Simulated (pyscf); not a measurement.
Single points on ωB97X-D3(BJ)/def2-SVP structures (PySCF, gas phase).

Problem. Estimate the classical barrier height and the reaction energy of `[GaH]=[AsH]` + `[OH2]` → `[OH][Ga]=[AsH]` + `[H][H]` at ωB97M-D3(BJ)/def2-TZVP. The step runs on the singlet surface, breaks Ga–H, H–O and forms Ga–O, H–H; take the separated reactants as zero.

Solution. ΔE‡ = 18.0 kcal/mol, ΔE = -9.3 kcal/mol. Zero-point energy shifts the barrier by -0.3 kcal/mol. It is a four-centre exchange, with an imaginary mode of 1412i cm⁻¹. On the reactant side the descent ends in an adduct with a Ga–O contact, 14.4 kcal/mol under the separated species and 32.7 kcal/mol under the saddle at ωB97X-D3(BJ)/def2-TZVP. What is counted as formed (Ga–O) is already present as a longer contact in the reactant adduct; forming that adduct is a step of its own. At the saddle there is also a short Ga–H contact that neither side keeps. The same reactants have a lower exit, to HO–GaH–AsH₂ (barrier -0.6 kcal/mol at ωB97M-D3(BJ)/def2-TZVP, against +18.0 kcal/mol here). HGa=AsH lies 12.3 kcal/mol over its isomer Ga–AsH₂ [singlet] (electronic energy, ωB97M-D3(BJ)/def2-TZVP). One saddle was located; it need not be the lowest between these sides. Elements up to Kr have no core potential and no relativistic terms here.
